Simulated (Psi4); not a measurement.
# NS (SMILES [N]=S), step by step, part 2 of 2

Psi4 1.11. Earlier steps stand in the parts before.

## 3. Vibrational wavenumbers at UM06-2X/6-31G(d) (density fitting, Cartesian functions) (run 2)

job.dat reads:

```
memory 1600 MB

molecule geom {
  0 2
  N
  S 1 1.498727
  symmetry c1
}

set basis 6-31G*
set reference uks
set t 600.0
set rotational_symmetry_number 1

frequencies('m06-2x')
print_variables()
```

On the command line:

```console
$ psi4 job.dat job.out -n 1
```

job.out (excerpt; [...] marks lines left out):

```text
[...]
  Running in c1 symmetry.
[...]
  Nuclear repulsion =   39.545459309827613
[...]
  Multiplicity = 2
[...]
  Nalpha       = 12
  Nbeta        = 11
[...]
    Number of basis functions: 34
[...]
   @DF-UKS iter   1:  -452.68826568471633   -3.02111e-01   1.33071e-02 DIIS/ADIIS
[...]
   @DF-UKS iter  13:  -452.79424993091413   -1.08002e-12   6.99391e-09 DIIS
[...]
   @S^2 Observed:                7.582608424E-01
[...]
  @DF-UKS Final Energy:  -452.79424993091413
   => Energetics <=
    Nuclear Repulsion Energy =             39.5678442259884662
    One-Electron Energy =                -701.9511895349783117
    Two-Electron Energy =                 225.0066058279338961
    DFT Exchange-Correlation Energy =     -15.4175104498581490
    Empirical Dispersion Energy =           0.0000000000000000
    VV10 Nonlocal Energy =                  0.0000000000000000
    Total Energy =                       -452.7942499309141340
[...]
 Multipole Moments:
 ------------------------------------------------------------------------------------
     Multipole            Electronic (a.u.)      Nuclear  (a.u.)        Total (a.u.)
 ------------------------------------------------------------------------------------
 L = 1.  Multiply by 2.5417464519 to convert [e a0] to [Debye]
 Dipole X            :          0.0000000            0.0000000            0.0000000
 Dipole Y            :         -0.0000000            0.0000000           -0.0000000
 Dipole Z            :          0.6770006            0.0150647            0.6920653
 Magnitude           :                                                    0.6920653
[...]
  -Total Gradient:
     Atom            X                  Y                   Z
    ------   -----------------  -----------------  -----------------
       1       -0.000000000000    -0.000000000000     0.001399654676
       2        0.000000000000     0.000000000000    -0.000787219334
[...]
  ==> Harmonic Vibrational Analysis <==
[...]
  Freq [cm^-1]                1296.0488
[...]
  IR activ [km/mol]            18.9411
[...]
  Total E_0, Enthalpy at 0 [K]                                                         -452.79129866 [Eh]
[...]
  Total H, Enthalpy at  600.00 [K]                                                     -452.78437207 [Eh]
[...]
  Total G, Gibbs energy at  600.00 [K]                                                 -452.83899478 [Eh]
[...]
```

It took 15 s on 1 thread of AMD EPYC 9R45 (Zen 5), shared host; peak memory 0.32 GiB.

## 4. A single-point energy at UMP2/cc-pVTZ (density fitting, density fitting for correlation) (run 3)

ns.dat reads:

```
memory 1.6 GB

molecule m {
  0 2
  N      0.000000     0.000000    -0.024720
  S      0.000000     0.000000     1.474007
  symmetry c1
}

set {
  reference   uhf
  freeze_core true
}

energy_value = energy("mp2/cc-pVTZ")
```

On the command line:

```console
$ psi4 -i ns.dat -o ns.out -n 1
```

ns.out (excerpt; [...] marks lines left out):

```text
[...]
  Running in c1 symmetry.
[...]
  Nuclear repulsion =   39.545459309827606
[...]
  Multiplicity = 2
[...]
  Nalpha       = 12
  Nbeta        = 11
[...]
    Number of basis functions: 64
[...]
   @DF-UHF iter   1:  -451.87650122321935   -5.82048e-01   4.97966e-03 ADIIS/DIIS
[...]
   @DF-UHF iter  20:  -451.94435072657393    1.64846e-12   6.55300e-09 DIIS
[...]
   @S^2 Observed:                8.079150923E-01
[...]
    Orbital Energies [Eh]
    ---------------------
    Alpha Occupied:
       1A    -92.030549     2A    -15.670903     3A     -9.032215
       4A     -6.715812     5A     -6.714232     6A     -6.710174
       7A     -1.250571     8A     -0.832467     9A     -0.616141
      10A     -0.564724    11A     -0.494049    12A     -0.370163
    Alpha Virtual:
      13A      0.029051    14A      0.176206    15A      0.397612
      16A      0.399905    17A      0.434540    18A      0.488045
      19A      0.488358    20A      0.491811    21A      0.572455
      22A      0.607065    23A      0.634739    24A      0.650363
      25A      0.702968    26A      1.017037    27A      1.087611
[...]
  @DF-UHF Final Energy:  -451.94435072657393
   => Energetics <=
    Nuclear Repulsion Energy =             39.5454593098276064
    One-Electron Energy =                -701.7203456363060923
    Two-Electron Energy =                 210.2305355999045560
    Total Energy =                       -451.9443507265739299
  UHF NO Occupations:
  HONO-2 :   10  A 1.9912925
  HONO-1 :   11  A 1.9826829
[...]
 Multipole Moments:
 ------------------------------------------------------------------------------------
     Multipole            Electronic (a.u.)      Nuclear  (a.u.)        Total (a.u.)
 ------------------------------------------------------------------------------------
 L = 1.  Multiply by 2.5417464519 to convert [e a0] to [Debye]
 Dipole X            :          0.0000000            0.0000000            0.0000000
 Dipole Y            :         -0.0000000            0.0000000           -0.0000000
 Dipole Z            :          0.6299420            0.0150733            0.6450153
 Magnitude           :                                                    0.6450153
[...]
```

It took 1.6 s on 1 thread of AMD EPYC 9R45 (Zen 5), shared host; peak memory 0.29 GiB.

## 5. Summary of results

The summary covers parts 1 to 2.

```
                                                                       quantity             value
                                 run 1, UM06-2X/6-31G*: total energy at the end     -452.79425 Eh
                                           run 1, UM06-2X/6-31G*: dipole moment            1.76 D
                      run 1, UM06-2X/6-31G*: HOMO energy (highest over α and β)          -7.31 eV
                       run 1, UM06-2X/6-31G*: LUMO energy (lowest over α and β)          -2.35 eV
                                             run 1, UM06-2X/6-31G*: bond length           1.499 Å
                                                    run 1, UM06-2X/6-31G*: ⟨S²⟩             0.758
                                     run 2, UM06-2X/6-31G*: harmonic wavenumber         1296 cm⁻¹
                                       run 2, UM06-2X/6-31G*: zero-point energy        7.8 kJ/mol
  run 2, UM06-2X/6-31G*: ideal-gas entropy at 600 K (symmetry number 1 as used)  57.1 cal/(mol K)
                                              run 3, UMP2/cc-pVTZ: total energy     -452.28907 Eh
run 3, UMP2/cc-pVTZ: HOMO energy (Hartree–Fock orbitals) (highest over α and β)         -10.07 eV
 run 3, UMP2/cc-pVTZ: LUMO energy (Hartree–Fock orbitals) (lowest over α and β)           0.79 eV
               run 3, UMP2/cc-pVTZ: correlation energy (6 core orbitals frozen)        -344.7 mEh
                         run 3, UMP2/cc-pVTZ: ⟨S²⟩ of the reference determinant             0.808
```

What this shows: The optimisation (run 1, UM06-2X/6-31G*) took 4 steps and changed the energy by -0.042 eV. The one mode (run 2, UM06-2X/6-31G*) is real, so the shape is a minimum at this level. At UM06-2X/6-31G*: Experiment gives 1.81 D for the dipole moment (NIST CCCBDB), so the computed value is 0.05 D (2.9 %) too low.
